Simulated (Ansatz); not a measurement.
**C3H8OS: up Jacob's ladder to CCSD(T)**

An exercise on one series of results from a longer session: the logs are not shown, and one member is left open.

Program: Ansatz 0.2.0, Gaussian basis. Level of theory: functionals in def2-TZVPP, the program's frozen cores in correlated methods. These are calculated values, not measurements.

Plan: LDA (SPW92), PBE-D4, revPBE-D4, BLYP-D4, r2SCAN-D4, B97M-V, PBE0-D4, B3LYP-D4, r2SCANh-D4, r2SCAN0-D4, HSE06-D4, BHLYP-D4, CAM-B3LYP-D4, LC-ωPBE, ωB97X-V, ωB97M-V, B2PLYP, PBE-QIDH; CCSD(T)/def2-SVP; CCSD(T)/def2-TZVPP; MP2/def2-QZVPP; extrapolation to the limit; RPA on PBE.

## The geometry

All runs share one geometry, relaxed beforehand with PBE0-D4 in a triple-zeta def2 set.

SMILES `COC(C)S`, 13 atoms, charge 0, spin multiplicity 1.

Atoms are counted from 1 here; the program's logs count them from 0.

Bond lengths: C1–O2 1.406 Å, C1–H6 1.098 Å, C1–H7 1.089 Å, C1–H8 1.095 Å, O2–C3 1.392 Å, C3–C4 1.509 Å, C3–S5 1.836 Å, C3–H9 1.101 Å, C4–H10 1.092 Å, C4–H11 1.092 Å, C4–H12 1.089 Å, S5–H13 1.343 Å. Angles: O2–C1–H6 111.1°, O2–C1–H7 107.0°, O2–C1–H8 111.2°, H6–C1–H7 109.1°, H6–C1–H8 108.9°, H7–C1–H8 109.5°, C1–O2–C3 114.5°, O2–C3–C4 107.8°, O2–C3–S5 113.7°, O2–C3–H9 110.3°, C4–C3–S5 112.1°, C4–C3–H9 110.5°, S5–C3–H9 102.5°, C3–C4–H10 110.1°, C3–C4–H11 109.7°, C3–C4–H12 110.6°, H10–C4–H11 108.2°, H10–C4–H12 108.8° and more.

The first run:

Input file in.yaml:

```yaml
crystal:
  periodic: [false, false, false]
  atoms:
    - {symbol: C, position_ang: [-1.838584, -0.217577, 0.635503]}
    - {symbol: O, position_ang: [-0.824769, 0.406614, -0.111801]}
    - {symbol: C, position_ang: [0.387505, -0.277097, -0.124615]}
    - {symbol: C, position_ang: [1.255581, 0.343959, -1.190980]}
    - {symbol: S, position_ang: [1.226118, -0.322087, 1.507554]}
    - {symbol: H, position_ang: [-2.050192, -1.224211, 0.250474]}
    - {symbol: H, position_ang: [-2.732299, 0.397299, 0.536180]}
    - {symbol: H, position_ang: [-1.562277, -0.293534, 1.692632]}
    - {symbol: H, position_ang: [0.221474, -1.344371, -0.335583]}
    - {symbol: H, position_ang: [1.440098, 1.394998, -0.959100]}
    - {symbol: H, position_ang: [0.746325, 0.291641, -2.155920]}
    - {symbol: H, position_ang: [2.211446, -0.174311, -1.257625]}
    - {symbol: H, position_ang: [1.539974, 0.983979, 1.527982]}
basis:
  gaussian: {orbitals: def2-TZVPP}
hamiltonian: {xc: lda}
output: {orbitals: {seedname: orbitals}}
```

Command:

```sh
> ansatz run in.yaml --threads 4 --pin off --events-out ev --progress --plain --max-ram 10444MiB
```

Steps of the session up to this table: LDA; PBE-D4 (GGA); revPBE-D4 (GGA); BLYP-D4 (GGA); r2SCAN-D4 (meta-GGA); B97M-V (meta-GGA); B3LYP-D4 (hybrid); r2SCANh-D4 (hybrid); r2SCAN0-D4 (hybrid); HSE06-D4 (hybrid); BHLYP-D4 (hybrid); CAM-B3LYP-D4 (range-separated); LC-ωPBE (range-separated); ωB97X-V (range-separated); ωB97M-V (range-separated); B2PLYP (double hybrid); PBE-QIDH (double hybrid).

One of the session's tables, all rows but one given; the rest of the session is left out.

It belongs to the step «Frontier levels by functional». 

```
  functional  HOMO (eV)  LUMO (eV)  gap (eV)
 LDA (SPW92)      -5.89      -0.61      5.28
      PBE-D4      -5.75      -0.41      5.34
   revPBE-D4      -5.69      -0.32      5.37
     BLYP-D4      -5.59      -0.33      5.26
   r2SCAN-D4      -6.01      -0.07      5.94
      B97M-V      -6.13      -0.20      5.93
     PBE0-D4      -7.02       0.55      7.57
    B3LYP-D4      -6.78       0.26      7.04
  r2SCANh-D4      -6.49       0.27      6.76
  r2SCAN0-D4      -7.20       0.77      7.97
    HSE06-D4          ?          ?         ?
    BHLYP-D4      -8.16       1.43      9.58
CAM-B3LYP-D4      -8.40       1.54      9.93
     LC-ωPBE      -9.83       2.81     12.64
     ωB97X-V      -9.45       2.63     12.08
     ωB97M-V      -9.29       2.35     11.64
```

Q: Estimate the row for HSE06-D4 from the others.

The run gave: HOMO (eV): -6.62; LUMO (eV): 0.17; gap (eV): 6.79. In the column «HOMO (eV)» it lies between B3LYP-D4 (-6.78) and r2SCANh-D4 (-6.49).
